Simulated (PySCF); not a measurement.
Compound: silanimine, H3NSi.
InChI=1S/H3NSi/c1-2/h1H,2H2

Computed with PySCF, PBE0-D3(BJ)/def2-SVP geometry optimisation, gas phase.

Take the most abundant isotopes and a rigid rotor. 

What are A, B and C (cm⁻¹)?

Ia = 3.76, Ib = 30.32, Ic = 34.08 u·Å²; 505379 MHz·u·Å²/I gives 134300, 16668 and 14828 MHz, that is A = 4.47977, B = 0.55600, C = 0.49461 cm⁻¹.

Classify the top.

A near-prolate asymmetric top. Ray's parameter κ = (2B − A − C)/(A − C) = -0.969; −1 is the prolate and +1 the oblate limit.

Is it planar, by Δ = Ic − Ia − Ib?

Planar: Δ = Ic − Ia − Ib = 0.00 u·Å². For a rigid frame Δ = −2 Σ m c², so it vanishes when all atoms lie in the ab plane; here none is more than 0.01 Å from it.

List the rotational levels J(Ka,Kc) to J = 5 (K).

Above 0(0,0), as E/k:
J = 1: 1(0,1) 1.512, 1(1,1) 7.157, 1(1,0) 7.245
J = 2: 2(0,2) 4.534, 2(1,2) 10.092, 2(1,1) 10.357, 2(2,1) 27.293, 2(2,0) 27.294
J = 3: 3(0,3) 9.064, 3(1,3) 14.494, 3(1,2) 15.023, 3(2,2) 31.828, 3(2,1) 31.833, 3(3,1) 60.277, 3(3,0) 60.277
J = 4: 4(0,4) 15.100, 4(1,4) 20.361, 4(1,3) 21.244, 4(2,3) 37.873, 4(2,2) 37.889, 4(3,2) 66.325, 4(3,1) 66.325, 4(4,1) 106.150, 4(4,0) 106.150
J = 5: 5(0,5) 22.638, 5(1,5) 27.694, 5(1,4) 29.019, 5(2,4) 45.429, 5(2,3) 45.465, 5(3,3) 73.886, 5(3,2) 73.887, 5(4,2) 113.711, 5(4,1) 113.711, 5(5,1) 164.915, 5(5,0) 164.915
The levels of one J sum to (2J + 1)J(J + 1)(A + B + C)/3.

Which lines would a microwave search look for?

The dipole components are |μa| = 1.73 D, |μb| = 1.33 D, |μc| = 0.00 D; the mirror of this Cs structure is the ab plane, so μc vanishes by symmetry and there are no c-type lines. Intensities carry the squares of the components, which stand as 1.00 : 0.59 (a : b). Some lines, for components of 0.1 D or more:

```csv
type,branch,"J(Ka,Kc)",MHz,lower level (cm⁻¹)
a,Q,"1(1,0) ← 1(1,1)",1840,4.974
a,Q,"2(1,1) ← 2(1,2)",5521,7.014
a,R,"1(0,1) ← 0(0,0)",31496,0.000
a,R,"2(1,2) ← 1(1,1)",61152,4.974
a,R,"2(0,2) ← 1(0,1)",62971,1.051
a,R,"2(1,1) ← 1(1,0)",64833,5.036
b,Q,"1(1,0) ← 1(0,1)",119472,1.051
b,Q,"2(1,1) ← 2(0,2)",121334,3.151
b,R,"1(1,1) ← 0(0,0)",149128,0.000
b,R,"2(1,2) ← 1(0,1)",178784,1.051
b,Q,"2(2,0) ← 2(1,1)",352917,7.198
b,Q,"2(2,1) ← 2(1,2)",358417,7.014
b,R,"2(2,1) ← 1(1,0)",417729,5.036
b,R,"2(2,0) ← 1(1,1)",419591,4.974
```

Estimate the classical rotational partition function at 200 K and 298.15 K.

Point group Cs, symmetry number σ = 1; q = (√π/σ)·√((kT/h)³/(ABC)), k/h = 20836.6 MHz/K: 2620 at 200 K, 4760 at 298.15 K.

Not checked by PBE0-D3(BJ)/def2-SVP frequencies. Constants of a rigid frame at the computed geometry: no zero-point averaging, no centrifugal distortion. Quadrupole hyperfine structure (14N) is left out.
